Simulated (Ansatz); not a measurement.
# CH3S2 radical: a ladder of functionals and wavefunction methods

An exercise on one series of results from a longer session: the logs are not shown, and one member is left open.

Computed with Ansatz 0.2.0, Gaussian basis. Level: functionals in def2-TZVPP, the program's frozen cores in correlated methods.

Levels to be run: LDA (SPW92), PBE-D4, revPBE-D4, BLYP-D4, r2SCAN-D4, B97M-V, PBE0-D4, B3LYP-D4, r2SCANh-D4, r2SCAN0-D4, HSE06-D4, BHLYP-D4, CAM-B3LYP-D4, LC-ωPBE, ωB97X-V, ωB97M-V, B2PLYP, PBE-QIDH; CCSD(T)/def2-SVP; CCSD(T)/def2-TZVPP; MP2/def2-QZVPP; extrapolation to the limit; RPA on PBE.

## The geometry

All runs share one geometry, relaxed beforehand with PBE0-D4 in a triple-zeta def2 set.

SMILES `CS[S]`, 6 atoms, charge 0, spin multiplicity 2.

Atoms are counted from 1 here; the program's logs count them from 0.

Bond lengths: C1–S2 1.804 Å, C1–H4 1.092 Å, C1–H5 1.089 Å, C1–H6 1.089 Å, S2–S3 1.944 Å. Angles: S2–C1–H4 107.3°, S2–C1–H5 109.6°, S2–C1–H6 109.6°, H4–C1–H5 110.1°, H4–C1–H6 110.1°, H5–C1–H6 110.1°, C1–S2–S3 106.2°.

Set-up of the first run:

in.yaml reads:

```yaml
crystal:
  periodic: [false, false, false]
  atoms:
    - {symbol: C, position_ang: [-0.338506, 0.445014, -0.186914]}
    - {symbol: S, position_ang: [0.027665, -0.841363, 1.023310]}
    - {symbol: S, position_ang: [1.608041, -1.765404, 0.369652]}
    - {symbol: H, position_ang: [-1.223730, 0.978447, 0.164757]}
    - {symbol: H, position_ang: [0.505756, 1.129529, -0.260414]}
    - {symbol: H, position_ang: [-0.537127, -0.010223, -1.156491]}
basis:
  gaussian: {orbitals: def2-TZVPP}
magnetization: {spin_polarized: true, initial_magnetization: 1}
hamiltonian: {xc: lda}
output: {orbitals: {seedname: orbitals}}
```

Among the steps run: LDA; PBE-D4 (GGA); revPBE-D4 (GGA); BLYP-D4 (GGA); r2SCAN-D4 (meta-GGA); B97M-V (meta-GGA); PBE0-D4 (hybrid); B3LYP-D4 (hybrid); r2SCANh-D4 (hybrid); r2SCAN0-D4 (hybrid); HSE06-D4 (hybrid); BHLYP-D4 (hybrid); CAM-B3LYP-D4 (range-separated); LC-ωPBE-D4 (range-separated; the results give it without D4); ωB97X-V (range-separated); ωB97M-V (range-separated); B2PLYP (double hybrid); PBE-QIDH (double hybrid).

One table of the session follows, with a row left open; its other results are not shown here.

It belongs to the step «Frontier levels by functional». 

| functional | HOMO (eV) | LUMO (eV) | gap (eV) |
| --- | --- | --- | --- |
| LDA (SPW92) | ? | ? | ? |
| PBE-D4 | -5.30 | -4.25 | 1.05 |
| revPBE-D4 | -5.27 | -4.18 | 1.09 |
| BLYP-D4 | -5.12 | -4.14 | 0.98 |
| r2SCAN-D4 | -5.65 | -4.08 | 1.57 |
| B97M-V | -5.55 | -4.20 | 1.34 |
| PBE0-D4 | -6.58 | -3.34 | 3.24 |
| B3LYP-D4 | -6.29 | -3.59 | 2.69 |
| r2SCANh-D4 | -6.12 | -3.72 | 2.40 |
| r2SCAN0-D4 | -6.83 | -3.18 | 3.65 |
| HSE06-D4 | -6.18 | -3.72 | 2.46 |
| BHLYP-D4 | -7.69 | -2.31 | 5.37 |
| CAM-B3LYP-D4 | -7.85 | -2.24 | 5.62 |
| LC-ωPBE | -9.29 | -1.06 | 8.23 |
| ωB97X-V | -8.82 | -1.29 | 7.53 |
| ωB97M-V | -8.50 | -1.42 | 7.07 |

Estimate the missing values for LDA (SPW92).

The run gave: HOMO (eV): -5.31; LUMO (eV): -4.54; gap (eV): 0.77. In the column «HOMO (eV)» it lies between B97M-V (-5.55) and PBE-D4 (-5.30).
